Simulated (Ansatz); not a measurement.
# CH₂Al+ (triplet): wave-function methods side by side, cc-pVTZ

One table from this session's results is given with a row withheld; the runs are named, their logs left out.

Method: cc-pVTZ, core rule «outside noble gas», up to 6 orbitals frozen; program: Ansatz 0.2.0, Gaussian basis.

To be run: UHF; CCSD(T) on ROHF; CCSD(T) on UHF; BCCD(T) on ROHF; CCSDT(Q) on ROHF; CCSDT(Q) on UHF; CASSCF and MRCISD+Q, 8 electrons in 10 orbitals; CASSCF and NEVPT2, 8 electrons in 10 orbitals.

7 further runs of the same task are left out: 4 for a known fault of the program, 3 set aside as unsound or not needed.

## The geometry

The geometry is a PBE0/def2-TZVP stationary point (not a proven minimum) of the parent state, kept for this charge and spin.

4 atoms, charge 1, spin multiplicity 3.

Atoms are counted from 1 here; the program's logs count them from 0.

Bond lengths: Al1–C2 1.923 Å, Al1–H3 1.613 Å, C2–H4 1.088 Å. Angles: C2–Al1–H3 117.5°, Al1–C2–H4 152.8°.

Geometry (Å):

```tsv
atom	x (Å)	y (Å)	z (Å)
Al1	0.0000	-0.0744	0.6134
C2	0.0000	0.0101	-1.3080
H3	0.0000	1.3217	1.4205
H4	0.0000	0.5490	-2.2537
```

The first run:

File in.yaml:

```yaml
crystal:
  periodic: [false, false, false]
  atoms:
    - {symbol: Al, position_ang: [0.000000, -0.074388, 0.613390]}
    - {symbol: C, position_ang: [0.000000, 0.010117, -1.308029]}
    - {symbol: H, position_ang: [0.000000, 1.321704, 1.420502]}
    - {symbol: H, position_ang: [0.000000, 0.549036, -2.253748]}
basis:
  gaussian: {orbitals: cc-pVTZ}
total_charge: 1
magnetization: {spin_polarized: true, initial_magnetization: 2}
hamiltonian: {xc: hf}
output: {orbitals: {seedname: orbitals}}
```

Launch:

```console
$ ansatz run in.yaml --threads 1 --pin off --events-out ev --progress --plain --max-ram 2816MiB --backend cpu
```

Steps of the session up to this table: UHF; CCSD(T) on ROHF; CCSD(T) on UHF; BCCD(T) on ROHF; CCSDT(Q) on ROHF; CCSDT(Q) on UHF; CASSCF and MRCISD+Q, 8 electrons in 10 orbitals; CASSCF and NEVPT2, 8 electrons in 10 orbitals.

One of the session's tables, all rows but one given; the rest of the session is left out.

It belongs to the step «Misses and costs». 

```
          method  from UCCSDT(Q) (meV)
            ROHF               +5573.1
             UHF               +5329.2
            RMP2               +1003.5
            UMP2               +1029.7
           RCCSD                     ?
           UCCSD                +213.8
        RCCSD(T)                 +41.4
        UCCSD(T)                 +42.1
         BCCD(T)                 +42.8
          RCCSDT                 +10.8
          UCCSDT                  +9.0
       RCCSDT(Q)                  +2.6
       UCCSDT(Q)                     0
  CASSCF valence               +3095.0
  NEVPT2 valence                +737.3
  MRCISD valence                +169.6
MRCISD+Q valence                 +33.4
```

**Question.** Estimate the row for RCCSD.

The run gave: from UCCSDT(Q) (meV): +219.8. In the column «from UCCSDT(Q) (meV)» it lies between UCCSD (+213.8) and NEVPT2 valence (+737.3).

Limits of these values: Restricted and unrestricted rows rest on different reference determinants; where their highest levels disagree by more than a few hundredths of an eV, they describe different states and don't form one ladder.
